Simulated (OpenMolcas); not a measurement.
Setting up CH5BO (SMILES BOC) in OpenMolcas

CH5BO has 8 atoms, charge 0, and is taken as a singlet. As SMILES, `BOC`. The coordinates come from a GFN2-xTB relaxation.

```csv
atom,x (Å),y (Å),z (Å)
B,-0.6479,0.8345,-0.8426
O,0.4748,0.4192,-0.2865
C,0.5706,-0.6265,0.6459
H,-1.6973,0.3483,-0.5942
H,-0.5358,1.7222,-1.5984
H,-0.4049,-1.0722,0.8592
H,1.2396,-1.3915,0.2457
H,1.0009,-0.2340,1.5708
```

Settings wanted:

```json
{"method": "CCSD[T]", "reference": "RHF", "integral approximation": "none", "symmetry": "none", "basis set": "MIDI", "task": "energy", "frozen core orbitals": "3", "nucleus": "point", "iteration cap": "30", "cc shift": "0.1"}
```

Question: Give an OpenMolcas 26.06 job that does this.

Answer: One that was run (others would do as well):

geom.xyz:
```
8

B     -0.647920     0.834490    -0.842570
O      0.474800     0.419200    -0.286530
C      0.570570    -0.626490     0.645910
H     -1.697280     0.348320    -0.594160
H     -0.535790     1.722180    -1.598360
H     -0.404920    -1.072170     0.859250
H      1.239620    -1.391500     0.245670
H      1.000930    -0.234040     1.570780
```

calc.input:
```
&gateway
 baslib=$CurrDir
 coord=geom.xyz
 basis=MIDI
 group=NoSym

&seward

&scf
 iterations=30
 prorbitals=1

&rasscf
 fileorb=$Project.ScfOrb
 spin=1
 nactel=0 0 0
 inactive=12
 ras2=0
 outorbitals=Canonical
 orblisting=Few

&motra
 jobiph
 frozen=3

&ccsdt
 cct
 triples=1
 iterations=50
 shift=0.1 0.1
```

```bash
$ export MOLCAS_MEM=1860
$ pymolcas calc.input > calc.log
```

(Basis files named in the input come from the Basis Set Exchange and aren't shown.)

Calculated total energy: -139.80772 Eh.
